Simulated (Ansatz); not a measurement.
Basis-set extrapolation for CH8BN (`[BH3-][NH2+]C`) (PBE0-D4/def2-TZVP geometry, frozen core, Ansatz). Multiplicity 1, RHF reference.

```
                      def2-TZVPP   def2-QZVPP
                 HF  -121.696847  -121.703205
    MP2 correlation    -0.538919    -0.572686
CCSD(T) correlation    -0.600742      not run
```

Energies in hartree. Use E(X) = E(∞) + A·exp(−7.88·√X) for Hartree–Fock and E(X) = E(∞) + B·X^(−2.97) for correlation, with X = 3 and 4, and add CCSD(T) minus MP2 of the smaller set to the MP2 limit.

Q: What is the CCSD(T) energy at the basis-set limit?

A: HF limit: -121.703205 + (-0.006358) × 0.13774 = -121.70408. MP2 limit: -0.572686 + (-0.033767) × 0.74074 = -0.59770. Higher-order term: -0.600742 − (-0.538919) = -0.06182. Total: -122.36360 hartree, 173.3 kJ/mol below CCSD(T)/def2-TZVPP.
